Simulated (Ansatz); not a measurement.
**triplet C₂S: levels of theory in one basis**

```xyz
3

C     0.0000   -0.0001   -1.5146
C     0.0000    0.0000   -0.0894
S     0.0000    0.0002    1.6040
```

Basis set: def2-SVP (spherical functions). Correlated methods keep 7 orbitals frozen. Correlation on ROHF uses semicanonical orbitals with singles. Charge 0, multiplicity 3.

Computed with Ansatz (development build ahead of 0.2.0); the reference of a correlated method needn't be the lowest determinant of its kind.

```tsv
method	E − E(ROHF) (eV)	<S²> of the determinant
ROHF	0.00	–
UHF	-0.42	2.15
UHF-MP2	-9.41	2.15
ROHF-CCSD(T)	-10.87	–
UHF-CCSD(T)	-10.85	–
```

Q: What does ROHF-MP2 give on the same scale?

A: -9.58 eV.

Caution for UHF, UHF-MP2: the unrestricted determinant is spin contaminated. Caution for UHF-CCSD(T): the determinant is a saddle point.
